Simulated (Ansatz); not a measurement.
Reaction (SMILES): OO (H2O2) [hydrogen peroxide] -> OO (H2O2) as doublet, charge +1 + e-

Wanted: adiabatic ionisation energy (0 K, with zero-point energies), in eV. Set-up: six Cartesian d functions in 6-31G* and its kin unless marked 5d; no dispersion term unless named; open shells spin-unrestricted; non-relativistic; no spin-orbit coupling. First-principles rows: single points at B3LYP-D3(BJ) geometries (Ansatz, a first-principles code), with unscaled harmonic terms from B3LYP/6-31G* at its own minima.

```
species                          coefficient  E at B3LYP/6-31G* (Ansatz), Eh  E at B3LYP/def2-TZVPD (Ansatz), Eh  zero-point energy, kcal/mol
-------------------------------  -----------  ------------------------------  ----------------------------------  ---------------------------
OO (H2O2)                                 -1                      -151.53311                          -151.62104                        16.47
OO (H2O2) as doublet, charge +1           +1                      -151.15851                          -151.23457                        16.93
```

Measured values: CCCBDB table in ASE; they hold spin-orbit and core effects.  Value to compare with, the measured value: 10.58 eV. 1 Eh = 27.2114 eV and 1 eV = 23.0605 kcal/mol.

Question: Work the quantity out at each level, and compare with the measured value.

Answer: 
- B3LYP/6-31G*: the sum of coefficient times E is 0.37460 Eh, or 10.193 eV; the thermal terms add 0.020. Result: 10.21 eV. Its error against the measured value is -0.37 eV.
- B3LYP/def2-TZVPD: the sum of coefficient times E is 0.38647 Eh, or 10.516 eV; the thermal terms add 0.020. Result: 10.54 eV. Its error against the measured value is -0.04 eV.
